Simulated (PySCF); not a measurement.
# What single edits do to a PySCF run on SiP

A base run and a few variants of its settings.

Program: PySCF 2.14.0. Level of theory: each script names its method and basis. These are calculated values, not measurements.

## Step 1: Where the work starts

SiP: 2 atoms, charge 0, spin multiplicity 2.

Bond lengths: Si1–P2 1.962 Å.

## Step 2: The base run

The input, input.py:

```python
from pyscf import gto, scf, cc

mol = gto.M(
    atom='Si 0 0 0; P 0 0 1.962',
    basis='cc-pvdz',
    charge=0,
    spin=1,
    verbose=4,
)
mf = scf.UHF(mol)
mf = mf.density_fit(auxbasis='def2-universal-jkfit')
mf.kernel()
mycc = cc.CCSD(mf, frozen=10)
mycc.kernel()
e = mycc.eaccsd(nroots=5)[0]
print('roots (eV) =', (e*27.211386).round(3))
mf.dip_moment()
print('orbital energies (hartree):', [e[max(0, n-3):n+3].round(4) for e, n in zip(mf.mo_energy, mol.nelec)])
```

Started as:

```bash
$ OMP_NUM_THREADS=1 python input.py
```

The log of this run is left out.

In short: E(SCF) = -629.580666 Eh, E(CCSD) − E(SCF) = -0.21050 Eh, ⟨S²⟩ = 0.788, μ = 1.76 D, attachment roots -2.421, 1.055, 2.616, 2.754, 3.299 eV.

The bond length is a typed value, not an optimised one. Positive EA roots mean that the added electron is unbound.

## Step 3: Def2-svp

Variant 1 changes basis set: cc-pvdz → def2-svp.

The input, input.py:

```python
from pyscf import gto, scf, cc

mol = gto.M(
    atom='Si 0 0 0; P 0 0 1.962',
    basis='def2-svp',
    charge=0,
    spin=1,
    verbose=4,
)
mf = scf.UHF(mol)
mf = mf.density_fit(auxbasis='def2-universal-jkfit')
mf.kernel()
mycc = cc.CCSD(mf, frozen=10)
mycc.kernel()
e = mycc.eaccsd(nroots=5)[0]
print('roots (eV) =', (e*27.211386).round(3))
mf.dip_moment()
print('orbital energies (hartree):', [e[max(0, n-3):n+3].round(4) for e, n in zip(mf.mo_energy, mol.nelec)])
```

Started as:

```bash
$ OMP_NUM_THREADS=1 python input.py
```

## Step 4: Bond 2.197 Å

Variant 2 changes bond length: 1.962 Å → 2.197 Å.

Changes to input.py since step 2:

```diff
@@ -3,3 +3,3 @@
 mol = gto.M(
-    atom='Si 0 0 0; P 0 0 1.962',
+    atom='Si 0 0 0; P 0 0 2.197',
     basis='cc-pvdz',
```

Q: Predict the outcome of this session. Wanted: for each run, E(SCF); from base; gap, α spin; SCF dipole; after the SCF.

The runs gave:

| run | E(SCF) (hartree) | from base (eV) | cycles | gap, α spin (eV) | SCF dipole (D) | after the SCF |
| --- | --- | --- | --- | --- | --- | --- |
| base | -629.580666 | 0 | 16 | 10.00 | 1.76 | CCSD correlation -5.728 eV, core frozen, first root -2.42 eV |
| def2-svp | -629.375311 | +5.5880 | 15 | 10.09 | 1.70 | CCSD correlation -5.671 eV, core frozen, first root 1.36 eV |
| bond 2.197 Å | -629.561945 | +0.5094 | 15 | 8.76 | 2.11 | CCSD correlation -5.970 eV, core frozen, first root 0.14 eV |

Distance from each run's final energy (log10 hartree) by cycle:

| run | cycle 1 | cycle 2 | cycle 3 | cycle 5 | cycle 8 | cycle 12 |
| --- | --- | --- | --- | --- | --- | --- |
| base | -1.4 | -1.5 | -2.9 | -4.0 | -4.0 | -7.4 |
| def2-svp | -1.4 | -1.5 | -2.8 | -4.1 | -4.1 | -7.0 |
| bond 2.197 Å | -1.1 | -1.1 | -2.7 | -3.8 | -5.3 | -8.0 |

In words: Of the runs whose energies can be compared, “def2-svp” moves the SCF energy most (+5.588 eV). def2-svp (36 functions) gives an energy 5.59 eV higher than cc-pvdz (36).
